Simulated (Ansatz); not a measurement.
System: fcc Cu. Method: HSE06 in Ansatz (plane waves, PAW).

Settings: plane-wave cutoff 460 eV, 16×16×16 k mesh, Fermi–Dirac smearing 0.05 eV, no spin polarisation, scalar-relativistic PAW data made under PBE.

Energies at three volumes about the minimum:

```
V (Å³/atom)  E − E_lowest (meV/atom)
-----------  -----------------------
11.683                          2.73
11.862                          0.00
12.283                          2.28
```

Fit a parabola by hand: where is the minimum, what lattice constant follows, and what is the bulk modulus?

Slopes: (0.00 − 2.73)/(11.862 − 11.683) = -15.251 and (2.28 − 0.00)/(12.283 − 11.862) = 5.416 meV/Å³. Curvature E″ = 2 × (5.416 − (-15.251))/(12.283 − 11.683) = 68.890 meV/Å⁶. From the middle of the first interval, the slope vanishes at V0 = 11.7725 − (-15.251)/68.890 = 11.994 Å³/atom. B = V0 E″ = 11.994 × 68.890 meV/Å³ × 0.1602 GPa per meV/Å³ = 132 GPa. With 4 atoms in the cube, a = (4 × 11.994)^(1/3) = 3.634 Å. The full Birch–Murnaghan fit to all volumes gives V0 = 11.987 Å³/atom and B0 = 129 GPa.

Measured, for comparison: bulk modulus 144 GPa (0 K value with the zero-point phonon effect removed, sources range from 140 to 145; as tabulated in Mejia-Rodriguez and Trickey (2018), arXiv:1807.09216); lattice constant a 3.595 Å (low-temperature or extrapolated to 0 K; zero-point anharmonic expansion removed; as tabulated in Csonka et al. (2009), arXiv:0903.4037). Computed less measured: bulk modulus -10 % (-8 % to -11 % over the range).

Ansatz is an electronic-structure program.
